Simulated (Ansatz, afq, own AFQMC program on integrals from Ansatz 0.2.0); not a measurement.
**P, quartet → P⁺, triplet, worked out**

A free P atom.

Both states at this geometry.

Basis cc-pVDZ. Noble-gas cores (and the filled d shells of Ga–Kr and In–Xe) are frozen. Ansatz 0.2.0 and our own AFQMC program on the same integrals; the CISD trial comes from CCSD amplitudes, and released means the phaseless constraint is let go. Uncertainties: one standard error, sampling alone.

Total energies in eV. CBS is CCSD(T) at the limit of def2-TZVPP/QZVPP (extrapolated itself); the highest rung of each member is named.

```json
{"member": "P⁺, triplet", "count": "+1", "CCSD(T)/cc-pVDZ": "-9263.1598", "highest rung in cc-pVDZ": "-9263.1704", "which": "FCI", "CCSD(T)/CBS": "-9264.0390"}
{"member": "P, quartet", "count": "-1", "CCSD(T)/cc-pVDZ": "-9273.4045", "highest rung in cc-pVDZ": "-9273.4147", "which": "FCI", "CCSD(T)/CBS": "-9274.5665"}
```

Q: Work out the best estimate of the vertical ionization energy: the CCSD(T)/CBS difference plus the step from CCSD(T) to the highest rung.

A: Sums with the counts: CCSD(T)/CBS 10.5275 eV, highest rung 10.2443 eV, CCSD(T)/cc-pVDZ 10.2447 eV. The step is 10.2443 − 10.2447 = -0.0004 eV, so the best estimate is 10.5275 + (-0.0004) = 10.5271 eV = 1015.7 kJ/mol. The basis set is worth 0.283 eV of it. Zero-point, core-correlation and spin–orbit terms aren't in it. Past Ne the Hartree–Fock part of each CBS total tends to overshoot, since the cores don't follow the formula; that largely cancels in the difference.

Best estimates are given only where the step beyond CCSD(T) is under 0.3 eV and no member's determinant is very poor (T1 over 0.05, or 0.07 for open shells, ⟨S²⟩ too high by 0.3, two states mixed), so the hardest cases are missing from such tables.

Each member of a difference takes its own highest rung, so a best estimate needn't equal the limit plus the step of one row.
